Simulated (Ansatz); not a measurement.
Total energies of `[SiH3]BCl`.

```xyz
7

Si    0.4435   -0.4325    0.6063
B    -0.4859    0.5736   -0.8732
Cl   -2.1466    1.0700   -0.7329
H     0.9121   -1.7441    0.0756
H    -0.4287   -0.6683    1.7860
H     1.6466    0.3364    1.0337
H     0.0590    0.8650   -1.8954
```

Total charge 0; spin multiplicity 1. Geometry: relaxed with PBE0-D4/def2-TZVP. Basis def2-TZVPP, Ansatz 0.2.0.

RPA on PBE orbitals: Hartree–Fock energy of these orbitals -775.44929 Eh, correlation -0.77008 Eh (frozen core).

```json
{"functional": "LDA (SPW92)", "energy without D4 (Eh)": "-774.00820", "D4 term (kJ/mol)": "–"}
{"functional": "revPBE", "energy without D4 (Eh)": "-776.83115", "D4 term (kJ/mol)": "-35.3"}
{"functional": "BLYP", "energy without D4 (Eh)": "-776.95673", "D4 term (kJ/mol)": "-27.0"}
{"functional": "B97M-V", "energy without D4 (Eh)": "-776.80175", "D4 term (kJ/mol)": "–"}
{"functional": "PBE0", "energy without D4 (Eh)": "-776.66907", "D4 term (kJ/mol)": "-10.4"}
{"functional": "r2SCAN0", "energy without D4 (Eh)": "-776.89820", "D4 term (kJ/mol)": "-3.4"}
{"functional": "HSE06 (plane-wave form)", "energy without D4 (Eh)": "-776.65232", "D4 term (kJ/mol)": "-9.7"}
{"functional": "BHLYP", "energy without D4 (Eh)": "-776.97212", "D4 term (kJ/mol)": "-16.1"}
{"functional": "CAM-B3LYP", "energy without D4 (Eh)": "-776.98310", "D4 term (kJ/mol)": "-10.6"}
{"functional": "LC-ωPBE", "energy without D4 (Eh)": "-776.74537", "D4 term (kJ/mol)": "–"}
{"functional": "ωB97X-V", "energy without D4 (Eh)": "-776.86478", "D4 term (kJ/mol)": "–"}
{"functional": "ωB97M-V", "energy without D4 (Eh)": "-776.91307", "D4 term (kJ/mol)": "–"}
{"functional": "B2PLYP", "energy without D4 (Eh)": "-776.70186", "D4 term (kJ/mol)": "–"}
{"functional": "PBE-QIDH", "energy without D4 (Eh)": "-776.49611", "D4 term (kJ/mol)": "–"}
```

Task: Give the same for PBE, r2SCAN, B3LYP, r2SCANh. (Estimate.)

Result: The calculation gave: 
| functional | energy without D4 (Eh) | D4 term (kJ/mol) |
| --- | --- | --- |
| PBE | -776.59227 | -12.3 |
| r2SCAN | -776.90503 | -2.8 |
| B3LYP | -777.03022 | -20.1 |
| r2SCANh | -776.90201 | -3.1 |

B3LYP takes the VWN-RPA correlation (the form of Gaussian; ORCA's B3LYP/G). HSE06 is the plane-wave form, built on full-range PBE exchange. The double hybrids freeze the cores in their second-order part.

LC-ωPBE has ω = 0.4 bohr⁻¹.
